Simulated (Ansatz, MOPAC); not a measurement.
System: C2H2N (charge 0, doublet). SMILES: [CH2]C#N

Atoms: C1, C2, N3, H4, H5. Bonds: C1-C2, C1-H4, C1-H5, C2-N3.

Bond lengths (Å) and angles (degrees) optimised at MNDO with MOPAC; HF/3-21G with Ansatz (a program for electronic structure); MP2/6-31G* with Ansatz, each started from the B3LYP-D3(BJ)/def2-TZVP structure (Ansatz) of the last column. A row stands for all coordinates that are equal there. 6-31G* holds six Cartesian d functions. No wavenumbers were computed at MNDO, MP2/6-31G*, so these may be saddle points.

```tsv
coordinate	MNDO	HF/3-21G	MP2/6-31G*	B3LYP-D3(BJ)/def2-TZVP
C1-C2	1.402	1.375	1.415	1.376
C1-H4	1.084	1.071	1.079	1.080
C2-N3	1.168	1.169	1.148	1.166
C1-C2-N3	180.0	180.0	180.0	180.0
C2-C1-H4	120.8	120.2	119.8	120.1
H4-C1-H5	118.5	119.6	120.5	119.7
```

Mean signed difference of all 4 bond lengths from B3LYP-D3(BJ)/def2-TZVP: MNDO 0.009 Å, HF/3-21G -0.004 Å, MP2/6-31G* 0.005 Å.
